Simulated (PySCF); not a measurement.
Molecule: 2-methylpropane, C4H10, net charge 0, singlet state. 
Coordinates optimised at B3LYP-D3(BJ)/def2-TZVP (Ansatz):
SMILES: CC(C)C
```xyz
14

C     -0.0001     0.0018     0.3735
H     -0.0004     0.0072     1.4696
C      0.0053     1.4545    -0.1028
H      0.0058     1.5017    -1.1956
H     -0.8762     1.9925     0.2527
H      0.8904     1.9861     0.2532
C      1.2575    -0.7325    -0.0917
H      1.3032    -0.7643    -1.1842
H      2.1624    -0.2356     0.2644
H      1.2737    -1.7623     0.2716
C     -1.2627    -0.7234    -0.0925
H     -1.3079    -0.7549    -1.1849
H     -1.2865    -1.7530     0.2709
H     -2.1642    -0.2200     0.2631
```
Charge 0, spin multiplicity 1.

Dispersion corrections to the total energy (kcal/mol) from the dftd3 and dftd4 libraries through PySCF: D3(BJ) without and D4 with the three-body term, each with the damping fitted for the functional named.

| functional | D3(BJ) | D4 |
|---|---|---|
| B2GP-PLYP | -2.93 | [?] |
| revPBE | -15.46 | -19.00 |
| PW6B95 | -2.56 | -4.48 |
| HF | -44.73 | [?] |
| r2SCAN | [?] | -1.36 |
| PBE0 | -4.94 | -4.39 |
| LC-wPBE | -5.17 | -5.78 |

Some entries are withheld; supply them.


- B2GP-PLYP, D4: -2.18
- HF, D4: -20.45
- r2SCAN, D3(BJ): -1.64
